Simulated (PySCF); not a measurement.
**MgSi⁺ (quartet) with other numerical set-ups**

Aim: see how much the energy and properties of MgSi⁺ (quartet) depend on the numerical set-up.

The runs use PySCF 2.14.0; each script names its method and basis.

5 further runs of the same task are left out: 5 that didn't finish.

## (1) Where the work starts

MgSi⁺ (quartet): 2 atoms, charge 1, spin multiplicity 4.

Bond lengths: Mg1–Si2 2.570 Å.

## (2) The base run

Input file input.py:

```python
from pyscf import gto, dft

mol = gto.M(
    atom='Mg 0 0 0; Si 0 0 2.57',
    basis='pcseg-1',
    charge=1,
    spin=3,
    verbose=3,
)
mf = dft.ROKS(mol, xc='pw6b95')
mf.kernel()
mf.dip_moment()
print('orbital energies (hartree):', mf.mo_energy[..., max(0, mol.nelec[1]-3):mol.nelec[0]+3].round(4))
```

Command:

```bash
python input.py
```

The log of this run is left out.

It gives: E(SCF) = -489.617222 Eh.

The bond length is a typed value, not an optimised one. The dipole of an ion depends on the origin. The quartet is typed in the script; nothing here shows that it is the ground state.

## (3) Lanl2dz (core potential on)

Variant 1 changes basis set: pcseg-1 → lanl2dz; core potential: off → on. The core potential changes with it: totals don't compare.

Input file input.py:

```python
from pyscf import gto, dft

mol = gto.M(
    atom='Mg 0 0 0; Si 0 0 2.57',
    basis='lanl2dz',
    ecp={'Mg': 'lanl2dz', 'Si': 'lanl2dz'},
    charge=1,
    spin=3,
    verbose=3,
)
mf = dft.ROKS(mol, xc='pw6b95')
mf.kernel()
mf.dip_moment()
print('orbital energies (hartree):', mf.mo_energy[..., max(0, mol.nelec[1]-3):mol.nelec[0]+3].round(4))
```

Command:

```bash
python input.py
```

## (4) Density fitting auto

Variant 2 changes density fitting: none → auto.

input.py, as its differences from that of step 2:

```diff
@@ -10,2 +10,3 @@
 mf = dft.ROKS(mol, xc='pw6b95')
+mf = mf.density_fit()
 mf.kernel()
```

## (5) Spin-free X2C on

Variant 3 changes spin-free X2C: off → on.

input.py, as its differences from that of step 2:

```diff
@@ -10,2 +10,3 @@
 mf = dft.ROKS(mol, xc='pw6b95')
+mf = mf.sfx2c1e()
 mf.kernel()
```

## (6) Cartesian functions on

Variant 4 changes Cartesian functions: off → on.

input.py, as its differences from that of step 2:

```diff
@@ -7,2 +7,3 @@
     spin=3,
+    cart=True,
     verbose=3,
```

## (7) Cc-pvdz-dk (X2C on)

Variant 5 changes basis set: pcseg-1 → cc-pvdz-dk; spin-free X2C: off → on.

input.py, as its differences from that of step 2:

```diff
@@ -4,3 +4,3 @@
     atom='Mg 0 0 0; Si 0 0 2.57',
-    basis='pcseg-1',
+    basis='cc-pvdz-dk',
     charge=1,
@@ -10,2 +10,3 @@
 mf = dft.ROKS(mol, xc='pw6b95')
+mf = mf.sfx2c1e()
 mf.kernel()
```

## (8) Pcseg-2

Variant 6 changes basis set: pcseg-1 → pcseg-2.

input.py, as its differences from that of step 2:

```diff
@@ -4,3 +4,3 @@
     atom='Mg 0 0 0; Si 0 0 2.57',
-    basis='pcseg-1',
+    basis='pcseg-2',
     charge=1,
```

**Question.** What will these runs give? Wanted: for each run, E(SCF); from base.

**Answer**, as computed:

| run | E(SCF) (hartree) | from base (eV) | functions |
| --- | --- | --- | --- |
| base | -489.617222 | 0 | 28 |
| lanl2dz (core potential on) | -4.312307 | not comparable | 16 |
| density fitting auto | -489.617207 | +0.0004 | 28 |
| spin-free X2C on | -490.453218 | -22.7486 | 28 |
| Cartesian functions on | -489.620567 | -0.0910 | n/a |
| cc-pvdz-dk (X2C on) | -490.567479 | not comparable | 36 |
| pcseg-2 | -489.660914 | -1.1889 | 53 |

What this shows: Of the runs whose energies can be compared, “spin-free X2C on” moves the SCF energy most (-22.749 eV). Scalar relativity lowers the total energy by 22.75 eV, nearly all of it in the inner shells; a basis contracted without relativity catches only part of it. pcseg-2 (53 functions) gives an energy 1.19 eV lower than pcseg-1 (28).
